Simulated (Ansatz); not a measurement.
# PF₃ (singlet): the correlation ladder, cc-pV(D+d)Z

One table from this session's results is given with a row withheld; the runs are named, their logs left out.

Program: Ansatz 0.2.0, Gaussian basis. Level of theory: cc-pV(D+d)Z, core rule «outside noble gas», up to 8 orbitals frozen. These are calculated values, not measurements.

Plan: UHF; CCSD(T) on RHF; CCSDT(Q) on RHF.

2 further runs of the same task are left out: 2 set aside as unsound or not needed.

### The geometry

The geometry is an MP2(full)/6-31G* stationary point (not a proven minimum).

4 atoms, charge 0, spin multiplicity 1.

Atoms are counted from 1 here; the program's logs count them from 0.

Bond lengths: P1–F2 1.593 Å, P1–F3 1.593 Å, P1–F4 1.593 Å. Angles: F2–P1–F3 97.6°, F2–P1–F4 97.6°, F3–P1–F4 97.6°.

The first run:

File in.yaml:

```yaml
crystal:
  periodic: [false, false, false]
  atoms:
    - {symbol: P, position_ang: [0.000000, 0.000000, 0.510743]}
    - {symbol: F, position_ang: [0.000000, 1.383861, -0.277561]}
    - {symbol: F, position_ang: [1.198459, -0.691931, -0.277561]}
    - {symbol: F, position_ang: [-1.198459, -0.691931, -0.277561]}
basis:
  gaussian: {orbitals: "cc-pV(D+d)Z.json"}
magnetization: {spin_polarized: true, initial_magnetization: 0}
hamiltonian: {xc: hf}
output: {orbitals: {seedname: orbitals}}
```

The run is started by

```console
> ansatz run in.yaml --threads 1 --pin off --events-out ev --progress --plain --max-ram 2624MiB --backend cpu
```

Among the steps run: UHF; CCSD(T) on RHF; CCSDT(Q) on RHF.

One table of the session follows, with a row left open; its other results are not shown here.

```
   method  from RCCSDT(Q) (kcal/mol)
      RHF                    +439.53
     RMP2                     +17.07
    RCCSD                          ?
 RCCSD(T)                      +1.48
   RCCSDT                      +1.10
RCCSDT(Q)                          0
```

**Question.** Estimate the row for RCCSD.

**Answer.** from RCCSDT(Q) (kcal/mol): +9.79. In the column «from RCCSDT(Q) (kcal/mol)» it lies between RCCSD(T) (+1.48) and RMP2 (+17.07).
